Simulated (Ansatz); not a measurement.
# H4Si: the cost of one run

Method: RKS LDA/def2-TZVP, in Ansatz 0.2.0.

### Step 1. The structure to begin with

Bond lengths: Si1–H2 1.660 Å, Si1–H3 1.660 Å, Si1–H4 1.459 Å, Si1–H5 1.459 Å. Angles: H2–Si1–H3 35.4°, H2–Si1–H4 123.4°, H2–Si1–H5 123.4°, H3–Si1–H4 123.4°, H3–Si1–H5 123.4°, H4–Si1–H5 109.5°.

As a file:

```xyz
5

Si    0.0000    0.0000    0.0000
H     0.9994    0.0000    1.3254
H     1.5827    0.0000    0.5009
H    -0.6877    1.1914   -0.4862
H    -0.6877   -1.1914   -0.4862
```

### Step 2. A restrained relaxation towards end A

Springs on the bonds that form and break draw the guess towards this end; the thresholds are loose.

Contents of input.yaml:

```yaml
crystal:
  periodic: [false, false, false]
  atoms:
    - { symbol: Si, position_ang: [0.0, 0.0, 0.0] }
    - { symbol: H, position_ang: [0.9994, 0.0, 1.3254] }
    - { symbol: H, position_ang: [1.5827, 0.0, 0.5009] }
    - { symbol: H, position_ang: [-0.6877, 1.1914, -0.4862] }
    - { symbol: H, position_ang: [-0.6877, -1.1914, -0.4862] }
basis:
  gaussian: { orbitals: def2-TZVP }
hamiltonian:
  xc: lda
relax:
  f_tol: 0.15
  max_steps: 25
  restrain:
    - { distance: [1, 2], at: 1.86, k: 30.0 }
    - { distance: [0, 1], at: 1.46, k: 30.0 }
    - { distance: [0, 2], at: 1.46, k: 30.0 }
```

Launch:

```
ansatz run input.yaml --threads 1 --pin off --max-ram 2048MiB --backend cpu --events-out ev --progress --plain --runs-dir out
```

**Question.** How long does this run take on 1 thread of Intel Xeon 6975P-C (Granite Rapids), shared host, and how much memory does it need?

About 1.7 s, with a peak of 0.11 GiB.
